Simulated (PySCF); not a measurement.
# Oxygen: a sound run and one with changed settings

Sound run: O [He] 2s2 2p4, O⁺ [He] 2s2 2p3. Calculation: PySCF 2.14, in x2c-SVPall (3s2p1d, 14 functions); scalar relativity by spin-free X2C-1e. The sound run starts from symmetry-adapted Hartree-Fock orbitals and uses a fine grid where one is needed.

A second run was set up differently.

```json
{"species": "O", "method": "UHF", "sound run (hartree)": "-74.77172", "changed run (hartree)": "-74.77172", "converged": "yes"}
{"species": "O", "method": "LDA", "sound run (hartree)": "-74.48028", "changed run (hartree)": "-74.52465", "converged": "yes"}
{"species": "O", "method": "PBE", "sound run (hartree)": "-74.96749", "changed run (hartree)": "-75.00310", "converged": "yes"}
{"species": "O⁺", "method": "UHF", "sound run (hartree)": "-74.32809", "changed run (hartree)": "-74.32809", "converged": "yes"}
{"species": "O⁺", "method": "LDA", "sound run (hartree)": "-73.97209", "changed run (hartree)": "-73.97209", "converged": "yes"}
{"species": "O⁺", "method": "PBE", "sound run (hartree)": "-74.45727", "changed run (hartree)": "-74.45727", "converged": "yes"}
```

Ionisation energy of O:

| method | sound run (eV) | changed run (eV) |
| --- | --- | --- |
| UHF | 12.072 | 12.072 |
| LDA | 13.829 | 15.036 |
| PBE | 13.884 | 14.853 |

(1) What was changed?
A. minimal basis
B. angular grid far too coarse
C. a valence shell is frozen
D. all electrons correlated in a valence basis

Answers

(1) B. It used 6 angular points. A coarse angular grid integrates products of high-l functions wrongly, so density functionals can shift, and the SCF can exploit the error; Hartree-Fock and MP2 need no grid.
